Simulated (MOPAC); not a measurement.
MOPAC input (PM3):

```
PM3 FORCE THERMO(298,298) PRECISE LET UHF MS=0.5 GEO-OK AUX(PRECISION=9) THREADS=1
C2H4Cl

C     0.08121759 1    0.61563678 1   -0.32938469 1
C     1.49276421 1    0.66217305 1    0.05039149 1
Cl   -0.86420235 1   -0.61659347 1    0.19391799 1
H    -0.35324070 1    1.39511948 1   -0.96030612 1
H     1.71092089 1    1.58980967 1    0.59813662 1
H     1.79145878 1   -0.18200923 1    0.68522079 1
H     2.13006794 1    0.65276858 1   -0.84510229 1
```

From the last part of the output:

```
     H    7   5.372737

          HEAT OF FORMATION =       4.230448 KCALS/MOLE

          ZERO POINT ENERGY      32.239 KCAL/MOL

           NORMAL COORDINATE ANALYSIS (Total motion = 1 Angstrom)

   Root No.       1         2         3         4         5         6         7         8

                 1 A"      1 A'      2 A"      2 A'      3 A"      3 A'      4 A'      5 A'

                  59.8     374.2     515.8     706.0     892.6    1014.3    1170.6    1241.9

           1    0.0000   -0.0786   -0.0000   -0.0313    0.0000    0.0079    0.0385    0.0903
           2    0.0000   -0.0772   -0.0000    0.1599    0.0000   -0.0585    0.0311   -0.0177
           3    0.0487   -0.0000   -0.1176    0.0000   -0.0409    0.0000   -0.0000    0.0000
           4    0.0000   -0.0815   -0.0000   -0.0518    0.0000   -0.0060   -0.0512   -0.0150
           5    0.0000    0.0910   -0.0000    0.0349    0.0000    0.0533   -0.0378    0.0039
           6   -0.0068    0.0000    0.0186   -0.0000    0.0691   -0.0000    0.0000   -0.0000
           7   -0.0000    0.0629    0.0000    0.0335   -0.0000   -0.0020    0.0010   -0.0025
           8   -0.0000   -0.0160    0.0000   -0.0639   -0.0000    0.0121    0.0066   -0.0006
           9   -0.0146   -0.0000    0.0112    0.0000    0.0000    0.0000   -0.0000   -0.0000
          10    0.0000   -0.0688    0.0000    0.0230    0.0000    0.1424    0.4660   -0.1858
          11    0.0000   -0.0772    0.0000    0.1158   -0.0000   -0.1365   -0.2172    0.1462
          12    0.1095   -0.0000    0.6485    0.0000   -0.0249    0.0000   -0.0000    0.0000
          13   -0.0420   -0.0000    0.0581   -0.1913   -0.3580   -0.1832   -0.0434   -0.2133
          14    0.2353    0.1574    0.0130   -0.0623    0.0006   -0.0782    0.0085   -0.0158
          15   -0.1665   -0.0022    0.0365   -0.0020   -0.0942   -0.0004   -0.0200   -0.0587
          16    0.0000   -0.2355    0.0000    0.1708   -0.0000    0.2704   -0.2647   -0.1979
          17    0.0000    0.1598   -0.0000   -0.0631    0.0000   -0.0712    0.0474    0.0702
          18    0.2379    0.0000    0.0644   -0.0000   -0.1246   -0.0000    0.0000   -0.0000
          19    0.0420   -0.0001   -0.0581   -0.1913    0.3580   -0.1831   -0.0434   -0.2133
          20   -0.2353    0.1574   -0.0130   -0.0623   -0.0006   -0.0781    0.0084   -0.0158
          21   -0.1665    0.0022    0.0365    0.0020   -0.0942    0.0003    0.0200    0.0587

   Root No.       9        10        11        12        13        14        15

                 6 A'      4 A"      7 A'      5 A"      8 A'      9 A'     10 A'

                1374.5    1380.8    1435.2    3055.3    3073.6    3096.1    3160.3

           1   -0.0244    0.0000   -0.0851    0.0000    0.0050   -0.0302   -0.0003
           2    0.0022    0.0000    0.0098    0.0000    0.0070   -0.0480    0.0002
           3    0.0000   -0.0006    0.0000   -0.0004    0.0000    0.0000    0.0001
           4    0.0330    0.0000    0.1255    0.0000   -0.0000    0.0009   -0.0249
           5   -0.0444    0.0000    0.0092    0.0000   -0.0453   -0.0127   -0.0033
           6   -0.0000   -0.0441   -0.0000   -0.0575   -0.0000   -0.0000   -0.0000
           7   -0.0001   -0.0000    0.0013   -0.0000   -0.0002   -0.0000    0.0000
           8    0.0002   -0.0000   -0.0004   -0.0000    0.0002   -0.0007   -0.0001
           9    0.0000   -0.0001   -0.0000   -0.0001    0.0000    0.0000   -0.0000
          10    0.0217    0.0000    0.0382    0.0000   -0.0492    0.3519   -0.0000
          11   -0.0267   -0.0000   -0.0664   -0.0000   -0.0898    0.6004   -0.0004
          12    0.0000   -0.0015    0.0000   -0.0004    0.0000   -0.0000    0.0001
          13   -0.1121   -0.1399   -0.1590   -0.1553   -0.0760   -0.0230    0.0881
          14    0.2862   -0.2132   -0.1422    0.2327    0.0932    0.0247   -0.1498
          15   -0.2337    0.0529   -0.0123    0.3605    0.1961    0.0538   -0.2522
          16    0.1018    0.0000   -0.2475   -0.0000    0.1474    0.0446    0.1233
          17   -0.0502    0.0000    0.1381    0.0000    0.3538    0.0973    0.3398
          18   -0.0000    0.4329   -0.0000   -0.0291   -0.0000   -0.0000   -0.0001
          19   -0.1120    0.1399   -0.1589    0.1553   -0.0760   -0.0230    0.0882
          20    0.2862    0.2132   -0.1421   -0.2326    0.0932    0.0247   -0.1497
          21    0.2337    0.0529    0.0124    0.3605   -0.1961   -0.0538    0.2522

           MASS-WEIGHTED COORDINATE ANALYSIS (NORMAL COORDINATES)

   Root No.       1         2         3         4         5         6         7         8

                 1 A"      1 A'      2 A"      2 A'      3 A"      3 A'      4 A'      5 A'

                  59.8     374.2     515.8     706.0     892.6    1014.3    1170.6    1241.9

           1    0.0000   -0.3468   -0.0000   -0.1316    0.0000    0.0515    0.2051    0.5667
           2    0.0000   -0.3407   -0.0000    0.6722    0.0000   -0.3832    0.1654   -0.1113
           3    0.3207   -0.0000   -0.5206    0.0000   -0.2330    0.0001   -0.0000    0.0001
           4    0.0000   -0.3596   -0.0000   -0.2178    0.0000   -0.0393   -0.2725   -0.0939
           5    0.0000    0.4016   -0.0000    0.1466    0.0001    0.3493   -0.2014    0.0243
           6   -0.0448    0.0000    0.0823   -0.0001    0.3938   -0.0001    0.0000   -0.0000
           7   -0.0000    0.4768    0.0000    0.2421   -0.0001   -0.0220    0.0095   -0.0266
           8   -0.0000   -0.1212    0.0000   -0.4618   -0.0001    0.1362    0.0607   -0.0060
           9   -0.1652   -0.0000    0.0851    0.0000    0.0005    0.0000   -0.0000   -0.0000
          10    0.0000   -0.0880    0.0000    0.0280    0.0000    0.2704    0.7187   -0.3380
          11    0.0000   -0.0987    0.0000    0.1410   -0.0000   -0.2591   -0.3350    0.2659
          12    0.2090   -0.0000    0.8319    0.0000   -0.0411    0.0001   -0.0000    0.0001
          13   -0.0802   -0.0000    0.0745   -0.2330   -0.5909   -0.3477   -0.0670   -0.3880
          14    0.4490    0.2013    0.0167   -0.0759    0.0010   -0.1484    0.0130   -0.0288
          15   -0.3177   -0.0028    0.0468   -0.0024   -0.1555   -0.0007   -0.0308   -0.1067
          16    0.0000   -0.3011    0.0000    0.2080   -0.0000    0.5134   -0.4083   -0.3599
          17    0.0000    0.2044   -0.0000   -0.0769    0.0000   -0.1351    0.0731    0.1277
          18    0.4541    0.0000    0.0827   -0.0000   -0.2057   -0.0001    0.0000   -0.0000
          19    0.0802   -0.0001   -0.0745   -0.2330    0.5909   -0.3477   -0.0670   -0.3880
          20   -0.4490    0.2013   -0.0167   -0.0759   -0.0009   -0.1484    0.0130   -0.0287
          21   -0.3177    0.0029    0.0469    0.0024   -0.1555    0.0006    0.0308    0.1067

   Root No.       9        10        11        12        13        14        15

                 6 A'      4 A"      7 A'      5 A"      8 A'      9 A'     10 A'

                1374.5    1380.8    1435.2    3055.3    3073.6    3096.1    3160.3

           1   -0.1409    0.0000   -0.4360    0.0000    0.0322   -0.1414   -0.0019
           2    0.0128    0.0000    0.0503    0.0000    0.0447   -0.2246    0.0009
           3    0.0001   -0.0034    0.0001   -0.0019    0.0000    0.0000    0.0003
           4    0.1912    0.0000    0.6433    0.0000   -0.0002    0.0044   -0.1504
           5   -0.2569    0.0000    0.0472    0.0000   -0.2911   -0.0596   -0.0202
           6   -0.0000   -0.2589   -0.0000   -0.2937   -0.0000   -0.0000   -0.0001
           7   -0.0008   -0.0000    0.0113   -0.0000   -0.0017   -0.0004    0.0002
           8    0.0020   -0.0000   -0.0035   -0.0000    0.0020   -0.0053   -0.0005
           9    0.0000   -0.0012   -0.0000   -0.0005    0.0000    0.0000   -0.0002
          10    0.0363    0.0000    0.0567    0.0000   -0.0917    0.4770   -0.0000
          11   -0.0447   -0.0000   -0.0986   -0.0000   -0.1672    0.8140   -0.0007
          12    0.0000   -0.0025    0.0001   -0.0005    0.0000   -0.0000    0.0002
          13   -0.1879   -0.2377   -0.2360   -0.2298   -0.1415   -0.0312    0.1544
          14    0.4798   -0.3623   -0.2111    0.3443    0.1735    0.0334   -0.2625
          15   -0.3918    0.0898   -0.0183    0.5335    0.3650    0.0729   -0.4419
          16    0.1707    0.0000   -0.3674   -0.0000    0.2744    0.0604    0.2161
          17   -0.0841    0.0000    0.2051    0.0000    0.6586    0.1319    0.5953
          18   -0.0000    0.7357   -0.0000   -0.0431   -0.0000   -0.0000   -0.0002
          19   -0.1878    0.2378   -0.2360    0.2298   -0.1415   -0.0312    0.1545
          20    0.4798    0.3623   -0.2110   -0.3443    0.1735    0.0334   -0.2622
          21    0.3917    0.0898    0.0183    0.5335   -0.3651   -0.0729    0.4419

          DESCRIPTION OF VIBRATIONS

 VIBRATION          1    1A"         ATOM PAIR     ENERGY CONTRIBUTION    RADIAL
 FREQUENCY            59.80         C 2 -- H 5         +35.0% (947.2%)      0.2%
 TRANSITION DIPOLE   0.0473         C 2 -- H 7         +35.0% (947.2%)      0.2%
 TRAVEL (Ang.)       0.0000         C 2 -- H 6         +26.1% (816.8%)      0.0%
 REDUCED MASS        0.3907         C 1 -- C 2          +1.8% (213.9%)      0.0%
 EFFECTIVE MASS     34.5926
 FORCE CONSTANT      0.0008

 VIBRATION          2    1A'         ATOM PAIR     ENERGY CONTRIBUTION    RADIAL
 FREQUENCY           374.20         C 1 -- C 2         +25.7% (189.9%)      0.0%
 TRANSITION DIPOLE   0.0888         C 2 -- H 6         +19.0% (163.3%)     59.8%
 TRAVEL (Ang.)       0.2182         C 1 -- Cl3         +15.9% (149.0%)      6.6%
 REDUCED MASS        3.7838         C 2 -- H 7         +15.7% (148.2%)     29.4%
 EFFECTIVE MASS     33.8237         C 2 -- H 5         +15.7% (148.2%)     29.5%
 FORCE CONSTANT      0.3122

 VIBRATION          3    2A"         ATOM PAIR     ENERGY CONTRIBUTION    RADIAL
 FREQUENCY           515.79         C 1 -- H 4         +69.1% ( 97.4%)      0.0%
 TRANSITION DIPOLE   0.8274         C 1 -- C 2         +12.4% ( 41.3%)      0.0%
 TRAVEL (Ang.)       0.3092         C 1 -- Cl3          +8.9% ( 35.1%)      0.0%
 REDUCED MASS        1.3678         C 2 -- H 7          +3.4% ( 21.5%)     30.5%
 EFFECTIVE MASS      3.5515
 FORCE CONSTANT      0.2144

 VIBRATION          4    2A'         ATOM PAIR     ENERGY CONTRIBUTION    RADIAL
 FREQUENCY           706.02         C 1 -- Cl3         +35.6% (111.2%)     95.9%
```
